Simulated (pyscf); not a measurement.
H₃C–CH₂–ZnH + methyl (CH₃•) -> [H₃C–CH₂–Zn]• + methane (CH₄) (hydrogen abstraction; doublet surface; H–Zn broken, C–H formed). Optimised with ωB97X-D3(BJ)/def2-SVP in PySCF. Energies in eV from the separated reactants.

```json
[
 {"level": "ωB97X-D3(BJ)/def2-TZVP", "barrier": "0.19", "reaction energy": "-1.32"},
 {"level": "PBE/def2-TZVP", "barrier": "-0.03", "reaction energy": "-1.49"},
 {"level": "r²SCAN/def2-TZVP", "barrier": "(withheld)", "reaction energy": "-1.30"},
 {"level": "B3LYP-D3(BJ)/def2-TZVP", "barrier": "(withheld)", "reaction energy": "(withheld)"},
 {"level": "PBE0-D3(BJ)/def2-TZVP", "barrier": "0.08", "reaction energy": "-1.45"},
 {"level": "HF/def2-TZVP", "barrier": "0.61", "reaction energy": "-1.25"}
]
```

Q: Fill in the missing entries.

A: 
- r²SCAN/def2-TZVP, barrier: 0.12
- B3LYP-D3(BJ)/def2-TZVP, barrier: 0.08
- B3LYP-D3(BJ)/def2-TZVP, reaction energy: -1.47

At PBE this geometry lies under the reactants; that is no barrier but a single point on another level's saddle; such a level's own saddle, if it has one, lies nearer that side and is low. This is the saddle that the search found; another between the same sides may lie lower. The angle at the transferred H is 180°. Elements up to Kr have no core potential and no relativistic terms here.
